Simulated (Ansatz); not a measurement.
Born–Oppenheimer molecular dynamics of CH2NSi (5 atoms, charge -1, multiplicity 1). It starts from a relaxed structure.

Method: RKS PBE/def2-SVP (Ansatz).

```yaml
ensemble: NVE (velocity Verlet)
time_step: 0.25 fs
steps_asked: 150
starting_velocities_drawn_for: 300 K
masses: H 3.016 u
seed: 395504
```

First frame:

```xyz
5
Properties=species:S:1:pos:R:3
N -1.103 -0.551 -0.764
C -0.012 -0.224 -0.215
Si 1.627 0.066 0.405
H -1.822 -0.868 -0.072
H 1.310 1.577 0.645
```

(1) What does the run give?

(2) What happens to the structure?

(3) How do temperature and energy run in time?

## Answers

(1) All steps were run.

```
steps done                                               : 150
time covered                                             : 37.5 fs
mean temperature over the second half                    : 134 K
spread of the potential energy over the second half      : 5.3 meV per atom
mean potential energy of the second half above the start : 12.9 meV per atom
```

The conserved energy stayed within 0.018 meV per atom of its start (net change 0.016 meV per atom), so the integration is sound. A run of 0.037 ps of so small a system gives no equilibrium averages. Limits of this set-up: an anion without diffuse functions, the dipole of an ion depends on the origin.

(2) The same pairs are bonded in the first frame and the last. Pairs count as bonded within 1.25 times the sum of covalent radii (0.12 Å more for H–H). The details hang on the random start.

(3) 
```csv
time (fs),T (K),potential energy less start (eV),conserved less start (meV/atom)
0.0,300,0.000,0.00
3.0,184,0.045,0.01
6.0,69,0.090,0.02
9.0,140,0.062,0.01
12.0,185,0.045,0.01
15.0,186,0.044,0.01
18.0,148,0.059,0.01
21.0,35,0.103,0.02
24.0,68,0.090,0.01
27.0,198,0.040,0.00
30.0,213,0.034,0.01
33.0,192,0.042,0.01
36.0,109,0.074,0.01
```

Run time: 68 s on 1 thread of Intel(R) Xeon(R) 6975P-C (Granite Rapids), with other jobs on the host, peak memory 0.097 GiB.
